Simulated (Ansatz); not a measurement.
A calculation on cubic perovskite CsSnBr3 returned lattice constant a 5.873 Å, bulk modulus 20.8 GPa, cohesive energy 2.79 eV/atom, band gap 1.63 eV.

Q: Which level of theory produced these numbers?
(A) HSE06 (Ansatz, a quantum-chemistry and plane-wave program)
(B) PBE0 (Ansatz)
(C) PBE (Ansatz)
(D) LDA (Ansatz)

A: B, PBE0 (Ansatz)

The others give: HSE06 5.872 Å, 20.7 GPa, 2.79 eV/atom, 1.03 eV; PBE 5.896 Å, 19.3 GPa, 2.85 eV/atom, 0.65 eV; LDA 5.665 Å, 25.7 GPa, 3.35 eV/atom, 0.00 eV.

Unless a cell is named, each level is at its own relaxed cell (HSE06 40.50, LDA 36.36, PBE 41.00, PBE0 40.51 Å³/atom).

Spin–orbit coupling is included only where a level's name says +SOC; with heavier elements it mostly lowers gaps and can invert bands. A gap of zero means that the bands touch or overlap. Density-functional gaps are differences of (generalised) Kohn–Sham levels.

Caveats: the relaxation could not lower the start's symmetry, so the cell can be a saddle point above a distorted one (HSE06, PBE, LDA, PBE0). Ansatz's density-functional and Hartree–Fock values are scalar-relativistic unless marked +SOC, with PAW data made under PBE.
